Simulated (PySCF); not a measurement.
**Simulated absorption spectrum**

Species: C₃H₁₀NP.
InChI=1S/C3H10NP/c1-3-5(2)4/h3-4H2,1-2H3

Computed, not measured: PySCF, TDDFT wB97X-D/def2-SVPD, vertical, gas phase, core orbitals frozen in the response. The structure is a single GFN2-xTB conformer in the gas phase; no vibrational or solvent corrections. Torsions of this conformer, `[CH3:1][CH2:2][P:3]([CH3:4])[NH2:5]`: C1–C2–P3–C4 77°, H–N5–P3–C2 74°, H–N5–P3–C2 -168°.

Each state is given a Gaussian of 0.25 eV full width at half maximum, with ε(max) = 2.175×10⁸ f / Δν̃ (Δν̃ the width in cm⁻¹). The width is an assumption, not a result. The curve ends short of the highest state used, and states not computed would add to its high-energy end.

λ (nm), ε (L mol⁻¹ cm⁻¹) and a bar:
```
    166.4      19595 #####################
    168.5      28197 ##############################
    170.7      23270 #########################
    172.8      10785 ###########
    174.9       2767 ###
    177.1        358 
    179.2         29 
    181.4          1 
    183.5          1 
    185.6         13 
    187.8        116 
    189.9        549 #
    192.0       1640 ##
    194.2       3456 ####
    196.3       5590 ######
    198.4       8268 #########
    200.6      10983 ############
    202.7      11343 ############
    204.8       8673 #########
    207.0       4671 #####
    209.1       1892 ##
    211.2        590 #
    213.4        228 
    215.5        426 
    217.6       1134 #
    219.8       2446 ###
    221.9       3876 ####
    224.0       4762 #####
    226.2       4565 #####
    228.3       3476 ####
    230.5       2076 ##
    232.6       1032 #
    234.7        424 
    236.9        137 
    239.0         39 
    241.1         10
```

**Question.** Locate the maxima and give the states behind the curve.

**Answer.** 225 nm (5.52 eV), ε about 4800, made up of S1 (100%); 202 nm (6.14 eV), ε about 12000, made up of S2 (94%); 169 nm (7.34 eV), ε about 28000, made up of S4 (69%) and S6 (28%) (ε in L mol⁻¹ cm⁻¹; maxima over ε = 5, shares over 10%). The states used: S1 5.52 eV (f 0.045); S2 6.13 eV (f 0.101); S3 6.33 eV (f 0.031); S4 7.30 eV (f 0.195); S5 7.37 eV (f 0.0067); S6 7.43 eV (f 0.104); S7 7.78 eV (f 0.016); S8 8.05 eV (f 0.022).

**Question.** What would ε be at 7.34 eV, the highest of these maxima, with half the width (0.125 eV)?

**Answer.** About 40300 L mol⁻¹ cm⁻¹ against 28500, a factor of about 1.4; a lone state at its own centre would give exactly 2.

**Question.** Coming from long wavelengths, where does ε first pass 100 L mol⁻¹ cm⁻¹?

**Answer.** At about 237 nm (5.22 eV), 0.29 eV below S1.

**Question.** On this curve, what absorbance would a 10⁻⁴ mol/L sample give at 193 nm over a 1 cm path?

**Answer.** 193 nm is 6.424 eV, where ε is about 2400 L mol⁻¹ cm⁻¹, so A = ε c l ≈ 0.24 (Beer–Lambert, with the gas-phase spectrum and the assumed width).
